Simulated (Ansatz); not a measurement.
Working through a ranking of conformers of CH3FS2, SMILES FCSS

Program: the Python package of Ansatz (0.2.0).

Run as a notebook:

In [1]:
```python
import ansatz as az
from rdkit import Chem
from rdkit.Chem import AllChem
```

In [2]:
```python
params = {
    "basis_set": "def2-SVP",
    "xc": "r2scan",
}
```

In [3]:
```python
rd = Chem.AddHs(Chem.MolFromSmiles("FCSS"))
ids = list(AllChem.EmbedMultipleConfs(rd, numConfs=20, randomSeed=728, pruneRmsThresh=0.4))
field = [energy for _, energy in AllChem.MMFFOptimizeMoleculeConfs(rd)]
distinct = {round(e, 2): i for i, e in zip(ids, field)}
chosen = sorted(distinct.items())[:4]
found = []
for force_field, index in chosen:
    mol = az.Crystal.molecule()
    for atom, xyz in zip(rd.GetAtoms(), rd.GetConformer(index).GetPositions()):
        mol = mol.atom(atom.GetSymbol(), xyz.round(5).tolist())
    calculation = (
        mol.calculation()
        .basis(gaussian=params["basis_set"])
        .functional(params["xc"])
    )
    found.append(calculation.run(threads=1, backend="cpu").report["free_energy_ev"])
print("conformer   MMFF (kcal/mol)   this level (eV)")
for (force_field, index), e in zip(chosen, found):
    print(f"{index:9d} {force_field - chosen[0][0]:17.2f} {(e - min(found)):17.3f}")
```
```text
conformer   MMFF (kcal/mol)   this level (eV)
        2              0.00             0.000
        0              1.31             0.046
        1              1.73             0.167
```

The conformers keep their force-field geometries. Timing: 10 s on 1 thread of Arm Neoverse V2, on a shared host, peak memory 0.25 GiB.
